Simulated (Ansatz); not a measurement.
in.yaml

```yaml
crystal:
  periodic: [false, false, false]
  atoms:
    - {symbol: B, position_ang: [0.000000, 0.000000, 0.000000]}
    - {symbol: F, position_ang: [0.000000, 0.000000, 1.308000]}
basis:
  gaussian: {orbitals: 6-31G, fitting: {mean_field: def2-universal-jkfit}}
total_charge: 1
magnetization: {spin_polarized: false, initial_magnetization: 1}
hamiltonian: {pseudopotentials: {relativity: none}}
correlation: {method: fic_mrcisd_q_relaxed, electrons: outside_noble_gas, active_space: {window: {electrons: 1, orbitals: 4}}}
```

```sh
$ ansatz run in.yaml --threads 1 --pin off --events-out ev --progress --plain --max-ram 2393MiB
```

The program prints:

```
152 factors; integrals over basis functions are off by at most 3.0e-3 eV
mean field evaluation 1: about -3357.4498 eV, gradient 6.3e1 eV
mean field evaluation 2: about -3357.1540 eV, gradient 6.8e1 eV
mean field evaluation 4: about -3365.6286 eV, gradient 5.9e-1 eV
mean field evaluation 8: about -3359.5929 eV, gradient 5.8e-1 eV
mean field evaluation 16: about -3359.5948 eV, gradient 2.4e-3 eV
mean field -3365.63154253 eV, -123.6846778811 hartree, gradient 4.7e-7 eV, S^2 0.750000; 3 other end points of the search recorded, 0 dependent functions left out
reference -3365.63154253 eV, -123.6846778811 hartree; 7, 6 occupied and 11, 12 virtual orbitals, 152 factors
state -3365.63154253 eV, -123.6846778811 hartree
contracted CI cycle   1: correlation 0.00000000 eV, 0.0000000000 hartree, residual 2.15e1 eV
contracted CI cycle   2: correlation -3.92313788 eV, -0.1441726579 hartree, residual 3.27e0 eV
contracted CI cycle   3: correlation -4.13245774 eV, -0.1518650207 hartree, residual 1.60e0 eV
contracted CI cycle   4: correlation -4.16913785 eV, -0.1532129900 hartree, residual 4.21e-1 eV
contracted CI cycle   5: correlation -4.17212475 eV, -0.1533227566 hartree, residual 1.04e-1 eV
contracted CI cycle   6: correlation -4.17226921 eV, -0.1533280656 hartree, residual 2.94e-2 eV
contracted CI cycle   7: correlation -4.17228164 eV, -0.1533285224 hartree, residual 6.93e-3 eV
contracted CI cycle   8: correlation -4.17228251 eV, -0.1533285543 hartree, residual 2.55e-3 eV
contracted CI cycle   9: correlation -4.17228263 eV, -0.1533285584 hartree, residual 8.66e-4 eV
state -3365.63154253 eV, -123.6846778811 hartree; corrected -3370.04923121 eV, -123.8470249454 hartree
WARN: 3 active orbitals are nearly empty or full. The corrections depend on them more than the energy does, and are more stable in an active space without them
Total energy: -3370.04923121 eV, -123.8470249454 hartree
```

Natural occupations: 1.0000 0.0000 0.0000 0.0000.

Ran on 1 thread of Intel Xeon 6975P-C, shared host: 0.39 s wall, 0.1 GiB peak host memory.
